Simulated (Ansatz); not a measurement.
# AlPH2+ (quartet): from Hartree-Fock to the top rungs, 6-31G

How much of the correlation energy of AlPH2+ (quartet) does each wave-function method recover here?

The runs use Ansatz 0.2.0, Gaussian basis; 6-31G, core rule «outside noble gas», up to 10 orbitals frozen.

To be run: UHF; CCSD(T) on ROHF; CCSD(T) on UHF; BCCD(T) on ROHF; CISD; CCSDT(Q) on ROHF; CCSDT(Q) on UHF; CISDTQ; CCSDTQ on ROHF; CCSDTQ on UHF; CASSCF and MRCISD+Q, 9 electrons in 10 orbitals; CASSCF and MRCISD+Q(relaxed), 9 electrons in 10 orbitals; CASSCF and NEVPT2, 9 electrons in 10 orbitals; Full CI.

6 further runs of the same task are left out: 6 set aside as unsound or not needed.

### 1 The system

The geometry is a PBE0/def2-TZVP stationary point (not a proven minimum) of the parent state, kept for this charge and spin.

4 atoms, charge 1, spin multiplicity 4.

Atoms are counted from 1 here; the program's logs count them from 0.

Bond lengths: Al1–P2 2.334 Å, Al1–H3 1.588 Å, Al1–H4 1.588 Å. Angles: P2–Al1–H3 119.7°, P2–Al1–H4 119.7°, H3–Al1–H4 120.5°.

### 2 UHF

in.yaml reads:

```yaml
crystal:
  periodic: [false, false, false]
  atoms:
    - {symbol: Al, position_ang: [0.000000, 0.000000, 1.179176]}
    - {symbol: P, position_ang: [0.000000, 0.000000, -1.155185]}
    - {symbol: H, position_ang: [0.000000, 1.378539, 1.966597]}
    - {symbol: H, position_ang: [0.000000, -1.378539, 1.966597]}
basis:
  gaussian: {orbitals: 6-31G}
total_charge: 1
magnetization: {spin_polarized: true, initial_magnetization: 3}
hamiltonian: {xc: hf}
output: {orbitals: {seedname: orbitals}}
```

Run with:

```console
$ ansatz run in.yaml --threads 1 --pin off --events-out ev --progress --plain --max-ram 3968MiB --backend cpu
```

Further steps of the session: CCSD(T) on ROHF; CCSD(T) on UHF; BCCD(T) on ROHF; CISD; CCSDT(Q) on ROHF; CCSDT(Q) on UHF; CISDTQ; CCSDTQ on ROHF; CCSDTQ on UHF; CASSCF and MRCISD+Q, 9 electrons in 10 orbitals; CASSCF and MRCISD+Q(relaxed), 9 electrons in 10 orbitals; CASSCF and NEVPT2, 9 electrons in 10 orbitals; Full CI.

Before running them: what should the planned runs give, taken together? Wanted: FCI below the RHF energy; RMP2 from FCI; UMP2 from FCI; RCCSD from FCI; RCCSD(T) from FCI; UCCSD(T) from FCI; RCCSDT(Q) from FCI; UCCSDT(Q) from FCI; NEVPT2 valence from FCI.

**Answer**, as computed:

```
                          quantity                                                                                                                                                     value
          FCI below the RHF energy                                                                                                                                                -1.9472 eV
                     RMP2 from FCI                                                                                                                                           +14.51 kcal/mol
                     UMP2 from FCI                                                                                                                                           +14.32 kcal/mol
                    RCCSD from FCI                                                                                                                                            +1.10 kcal/mol
                 RCCSD(T) from FCI                                                                                                                                            +0.38 kcal/mol
                 UCCSD(T) from FCI                                                                                                                                            +0.38 kcal/mol
                RCCSDT(Q) from FCI                                                                                                                                            +0.01 kcal/mol
                UCCSDT(Q) from FCI                                                                                                                                             0.00 kcal/mol
           NEVPT2 valence from FCI                                                                                                                                            +3.81 kcal/mol
         MRCISD+Q valence from FCI                                                                                                                                            +0.15 kcal/mol
MRCISD+Q(relaxed) valence from FCI                                                                                                                                            -0.01 kcal/mol
 levels within 1 kcal/mol (43 meV)  RCCSD(T), UCCSD(T), BCCD(T), RCCSDT, UCCSDT, CISDTQ, RCCSDT(Q), UCCSDT(Q), RCCSDTQ, UCCSDTQ, MRCISD valence, MRCISD+Q valence, MRCISD+Q(relaxed) valence
                     T1 diagnostic                                                                                                                                                     0.022
    effectively unpaired electrons                                                                                                                                                      3.03
```

**Reading.** RCCSD(T) lands +0.38 kcal/mol from the yardstick (0.9 % of the correlation energy). One determinant dominates. Of the multireference levels listed MRCISD+Q(relaxed) valence comes nearest in total energy (-0.01 kcal/mol), which doesn't show that its space is the better one. These misses are within one basis, not against nature; the frozen cores of restricted and unrestricted runs differ, which can shift their rows.
